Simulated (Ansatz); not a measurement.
## [CH$_{3}$···H···H], doublet in 6-31G: errors against full CI

Geometry: a point of a hydrogen-transfer path between rigid fragments, not a stationary point.

```json
{"atom": "C", "x (Å)": "-0.1627", "y (Å)": "0.0000", "z (Å)": "0.0000"}
{"atom": "H", "x (Å)": "-0.5259", "y (Å)": "1.0273", "z (Å)": "0.0000"}
{"atom": "H", "x (Å)": "-0.5259", "y (Å)": "-0.5137", "z (Å)": "0.8897"}
{"atom": "H", "x (Å)": "-0.5259", "y (Å)": "-0.5137", "z (Å)": "-0.8897"}
{"atom": "H", "x (Å)": "1.3503", "y (Å)": "0.0000", "z (Å)": "0.0000"}
{"atom": "H", "x (Å)": "2.1663", "y (Å)": "0.0000", "z (Å)": "0.0000"}
```

Basis 6-31G; Ansatz 0.2.0. Correlated methods freeze the noble-gas cores, which leaves 9 electrons in 18 orbitals. Prefix R: restricted or restricted open-shell reference; prefix U: unrestricted. Active spaces: pair = (3e, 3o) about the gap; valence = (9e, 9o) chosen from the atoms' valence shells.

Full CI is exact within this basis and frozen core; it isn't the basis-set limit. The frozen core follows each run's orbitals, which can shift R against U totals by a few meV.

For open shells CISD is restricted-active-space CI with the open shells as a complete middle space.

- UHF ⟨S²⟩: 0.780
- T1 diagnostic (RCCSD): 0.0249
- largest doubles amplitude (RCCSD): 0.076
- T1 diagnostic (UCCSD): 0.0117

```json
{"level": "UHF", "E − E(RHF) (eV)": "-0.1998"}
{"level": "RMP2", "E − E(RHF) (eV)": "-2.8489"}
{"level": "UMP2", "E − E(RHF) (eV)": "-2.8756"}
{"level": "RCCSD", "E − E(RHF) (eV)": "-3.5657"}
{"level": "UCCSD", "E − E(RHF) (eV)": "-3.5671"}
{"level": "RCCSD(T)", "E − E(RHF) (eV)": "-3.6128"}
{"level": "UCCSD(T)", "E − E(RHF) (eV)": "-3.6122"}
```

Estimate how far full CI in 6-31G lies from RCCSD(T). The table doesn't fix it; the size of (T) and the diagnostics are the guide.

Full CI in 6-31G lies 0.42 mEh below RCCSD(T), which is 24 % of the (T) step (-1.73 mEh). The diagnostics are small and one determinant leads, so the series closes fast and only a small part of (T) is left.

The other levels:

```
                   level  E − E(full CI) (mEh)  share of correlation (%)  wall time
                    CISD                  8.58                     93.56     0.42 s
                 BCCD(T)                  0.43                     99.68     0.63 s
                  RCCSDT                  0.10                     99.92          –
                  UCCSDT                  0.09                     99.93          –
               RCCSDT(Q)                  0.01                     99.99      3.4 s
               UCCSDT(Q)                  0.00                    100.00      2.9 s
                 RCCSDTQ                  0.01                     99.99       38 s
     CASSCF (pair space)                109.19                     18.02          –
     NEVPT2 (pair space)                 21.28                     84.02     0.24 s
  CASSCF (valence space)                 43.11                     67.63          –
  NEVPT2 (valence space)                  9.96                     92.52      2.6 s
  MRCISD (valence space)                  1.03                     99.23          –
MRCISD+Q (valence space)                  0.19                     99.85      4.6 s
```

The correlation energy at full CI, counted from RHF, is -3.624 eV. That run took 90 s on 1 thread of Intel Xeon Platinum 8259CL, shared host over 13,106,016 determinants.

Times hold each run's SCF and search for its determinant on a shared host, so for small cases they say little of a method's own cost; they ran on 1 thread of Intel Xeon Platinum 8259CL.

The full-CI state has the irrep A' of Cs, in the program's axes (one component, if the state is degenerate).

Natural occupations of full CI about the gap: 1.978 1.967 1.967 1.963 0.996 0.030 0.025 0.025 0.021 0.006; effectively unpaired electrons, Σ n²(2−n)², 1.03.
